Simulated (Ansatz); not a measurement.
# Si₂N (doublet): the correlation ladder, cc-pVTZ

One table from this session's results is given with a row withheld; the runs are named, their logs left out.

Program: Ansatz 0.2.0, Gaussian basis. Level of theory: cc-pVTZ, core rule «outside noble gas», up to 11 orbitals frozen. These are calculated values, not measurements.

To be run: UHF; CCSD(T) on ROHF; CCSD(T) on UHF; BCCD(T) on ROHF; CCSDT(Q) on ROHF; CCSDT(Q) on UHF; CASSCF and NEVPT2, 13 electrons in 12 orbitals.

3 further runs of the same task are left out: 3 set aside as unsound or not needed.

## The system

The geometry is a PBE0/def2-TZVP stationary point (not a proven minimum) of the parent state, kept for this charge and spin.

3 atoms, charge 0, spin multiplicity 2.

Atoms are counted from 1 here; the program's logs count them from 0.

Bond lengths: Si1–N2 1.661 Å, N2–Si3 1.597 Å. Angles: Si1–N2–Si3 180.0°.

The first run:

The input, in.yaml:

```yaml
crystal:
  periodic: [false, false, false]
  atoms:
    - {symbol: Si, position_ang: [0.000000, 0.000000, 1.639800]}
    - {symbol: N, position_ang: [0.000000, 0.000000, -0.021300]}
    - {symbol: Si, position_ang: [0.000000, 0.000000, -1.618500]}
basis:
  gaussian: {orbitals: cc-pVTZ}
magnetization: {spin_polarized: true, initial_magnetization: 1}
hamiltonian: {xc: hf}
output: {orbitals: {seedname: orbitals}}
```

Run with:

```sh
$ ansatz run in.yaml --threads 1 --pin off --events-out ev --progress --plain --max-ram 4096MiB --backend cpu
```

Among the steps run: UHF; CCSD(T) on ROHF; CCSD(T) on UHF; BCCD(T) on ROHF; CCSDT(Q) on ROHF; CCSDT(Q) on UHF; CASSCF and NEVPT2, 13 electrons in 12 orbitals.

One of the session's tables, all rows but one given; the rest of the session is left out.

It belongs to the step «Misses and costs». 

| method | from RCCSDT(Q) (kcal/mol) |
| --- | --- |
| ROHF | +265.89 |
| UHF | +258.96 |
| RMP2 | +29.41 |
| UMP2 | +34.88 |
| RCCSD | +17.06 |
| UCCSD | +16.53 |
| RCCSD(T) | +1.85 |
| UCCSD(T) | +2.15 |
| BCCD(T) | +1.78 |
| RCCSDT | +1.37 |
| UCCSDT | ? |
| RCCSDT(Q) | 0 |
| UCCSDT(Q) | -0.21 |
| CASSCF valence | +170.78 |
| NEVPT2 valence | +44.11 |

Q: Estimate the row for UCCSDT from the others.

**Answer.** from RCCSDT(Q) (kcal/mol): +1.27. In the column «from RCCSDT(Q) (kcal/mol)» it lies between RCCSDT(Q) (0) and RCCSDT (+1.37).

To keep in mind: Restricted and unrestricted rows rest on different reference determinants; where their highest levels disagree by more than a few hundredths of an eV, they describe different states and don't form one ladder.
